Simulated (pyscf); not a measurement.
**Four-centre exchange: `[OH][Ti]([F])([F])[F]` + `[H][H]` → `[OH2]` + `[F][TiH]([F])[F]`**

Gas phase, singlet surface, charge 0. Bonds broken: O1–Ti2, H7–H8. Bonds formed: O1–H7, Ti2–H8. Single points on ωB97X-D3(BJ)/def2-SVP structures (PySCF, gas phase).

Transition state (Å):

```xyz
8

O     -0.9916     0.4378     1.9504
Ti     0.4359     0.3537     0.5592
F      1.2506     1.6820     1.3313
F     -0.3912     0.8120    -0.8791
F      1.8298    -0.5511     0.0501
H     -0.7712     0.8559     2.7946
H     -0.6413    -0.7324     1.7485
H     -0.1196    -1.3569     1.1564
```

One imaginary mode, 1282i cm⁻¹; descent along it reached the two sides named, in the forms told below.

```
bond    change  reactant side (Å)  saddle  product side
------  ------  -----------------  ------  ------------
O1–Ti2  breaks              1.752   1.995         2.248
H7–H8   breaks              0.760   1.006         2.417
O1–H7    forms                2.7   1.238         0.966
Ti2–H8   forms                3.1   1.895         1.674
```

Electronic energies relative to the separated reactants (kcal/mol):

| level | barrier | reaction energy | reverse barrier |
|---|---|---|---|
| ωB97X-D3(BJ)/def2-TZVP | 36.9 | +34.3 | 2.6 |
| PBE/def2-TZVP | 32.6 | +35.5 | -3.0 |
| r²SCAN/def2-TZVP | 33.7 | +37.7 | -4.0 |
| B3LYP-D3(BJ)/def2-TZVP | 36.6 | +35.1 | 1.5 |
| PBE0-D3(BJ)/def2-TZVP | 34.0 | +33.8 | 0.2 |
| M06-2X/def2-TZVP | 37.6 | +35.0 | 2.5 |
| ωB97M-D3(BJ)/def2-TZVP | 36.9 | +32.1 | 4.8 |
| HF/def2-TZVP | 49.5 | +30.1 | 19.4 |

With ωB97M-D3(BJ)/def2-TZVP energies and thermal terms (ideal gas, 1 atm, RRHO with modes under 100 cm⁻¹ raised to 100, one conformer, R ln 2 for chiral ones without a mode under 150 cm⁻¹), in kcal/mol:

```csv
T (K),ΔH‡,ΔG‡,ΔH,ΔG
298,38.1,47.7,+34.7,+34.0
600,37.0,57.8,+33.4,+33.8
900,36.7,68.4,+32.5,+34.2
1200,36.8,78.9,+31.8,+34.9
```

On the product side the descent ends in an adduct with a O–Ti contact, 15.3 kcal/mol under the separated species and 17.9 kcal/mol under the saddle at ωB97X-D3(BJ)/def2-TZVP. At PBE, r²SCAN the saddle lies under the separated products, which points to a path from their complex (located at ωB97X-D3(BJ) alone), and parting the products costs more than the saddle. What is counted as broken (O–Ti) persists as a longer contact in the product adduct; parting that adduct is a step of its own. At the saddle there is also a short H–Ti contact that neither side keeps. One saddle was located; it need not be the lowest between these sides.
